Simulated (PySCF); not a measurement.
# How methods differ on the ionisation energy of N

N [He] 2s2 2p3 (4S) → N⁺ [He] 2s2 2p2 (3P), as a difference of total energies. Computed with PySCF 2.14 in ANO-R3, with scalar relativity by spin-free X2C-1e. Correlated levels: valence: 1s2 frozen; valence and next inner shell: nothing frozen. The calculations carry no spin-orbit coupling.

**Question.** Order these methods by the ionisation energy they give, lowest first.
A. PBE
B. B3LYP
C. TPSS
D. SCS-MP2 (valence)

**Answer.** D (14.296 eV), B (14.626 eV), C (14.648 eV), A (14.698 eV).

Errors of the correlated levels include the incompleteness of this basis and the frozen core.

For comparison: 14.545 eV (measured; NIST levels, between the centres of gravity of the two terms).
